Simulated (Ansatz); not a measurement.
Basis-set extrapolation for C2H4N2S2 (`N/C=N/C(=S)S`) (PBE0-D4/def2-TZVP geometry, frozen core, Ansatz). Multiplicity 1, RHF reference.

```
                      def2-TZVPP   def2-QZVPP
                 HF  -982.109432  -982.140134
    MP2 correlation    -1.065200    -1.145849
CCSD(T) correlation    -1.159553      not run
```

Energies in hartree. Use E(X) = E(∞) + A·exp(−7.88·√X) for Hartree–Fock and E(X) = E(∞) + B·X^(−2.97) for correlation, with X = 3 and 4, and add CCSD(T) minus MP2 of the smaller set to the MP2 limit.

What is the CCSD(T) energy at the basis-set limit?

HF limit: -982.140134 + (-0.030702) × 0.13774 = -982.14436. MP2 limit: -1.145849 + (-0.080649) × 0.74074 = -1.20559. Higher-order term: -1.159553 − (-1.065200) = -0.09435. Total: -983.44430 hartree, 460.3 kJ/mol below CCSD(T)/def2-TZVPP.
